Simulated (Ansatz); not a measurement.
Relaxation of C3H6ClFO (12 atoms, charge 0, multiplicity 1), to a largest force component of 0.015 eV/Å in at most 40 steps.

Computed with Ansatz 0.2.0, RKS PBE0-D4/STO-3G.

```xyz
12
Properties=species:S:1:pos:R:3:forces:R:3
C -1.870 0.002 -0.060 -4.14 3.91 -0.35
O -0.674 -0.077 0.593 2.62 -0.55 3.55
C 0.386 -0.016 -0.338 1.43 -0.14 1.09
F 0.366 -1.074 -1.165 -0.51 -2.62 -2.42
C 1.746 -0.149 0.395 -0.15 0.04 2.19
Cl 2.174 1.389 1.250 0.16 0.56 0.29
H -2.044 -0.783 -0.761 -0.49 -1.39 -1.21
H -1.941 1.017 -0.613 -0.20 -1.45 0.36
H -2.708 0.036 0.722 1.13 -0.38 -1.03
H 0.378 0.899 -0.903 -0.18 2.01 -1.11
H 1.693 -0.934 1.187 -0.07 0.24 -0.52
H 2.571 -0.364 -0.271 0.40 -0.25 -0.83
```

Task: Where does it end, and by what steps?

Result: The run converged. Limits of this set-up: minimal basis. After 7 steps the energy has fallen by 0.617 eV; F4 moved furthest, 0.15 Å.

```json
{"step": "0", "energy less start (eV)": "0.0000", "largest force component (eV/Å)": "4.145", "accepted": "yes"}
{"step": "1", "energy less start (eV)": "-0.5689", "largest force component (eV/Å)": "1.448", "accepted": "yes"}
{"step": "2", "energy less start (eV)": "-0.6127", "largest force component (eV/Å)": "0.300", "accepted": "yes"}
{"step": "3", "energy less start (eV)": "-0.6161", "largest force component (eV/Å)": "0.059", "accepted": "yes"}
{"step": "4", "energy less start (eV)": "-0.6167", "largest force component (eV/Å)": "0.043", "accepted": "yes"}
{"step": "5", "energy less start (eV)": "-0.6169", "largest force component (eV/Å)": "0.020", "accepted": "yes"}
{"step": "6", "energy less start (eV)": "-0.6168", "largest force component (eV/Å)": "0.040", "accepted": "no"}
{"step": "7", "energy less start (eV)": "-0.6170", "largest force component (eV/Å)": "0.003", "accepted": "yes"}
```

```xyz
12
Properties=species:S:1:pos:R:3
C -1.904 0.076 -0.049
O -0.635 -0.170 0.630
C 0.422 -0.104 -0.365
F 0.368 -1.203 -1.231
C 1.775 -0.137 0.430
Cl 2.066 1.456 1.270
H -2.123 -0.687 -0.822
H -1.931 1.075 -0.529
H -2.688 0.032 0.724
H 0.363 0.846 -0.966
H 1.747 -0.926 1.201
H 2.618 -0.312 -0.258
```

Run time: 45 s on 1 CPU thread of a shared host.
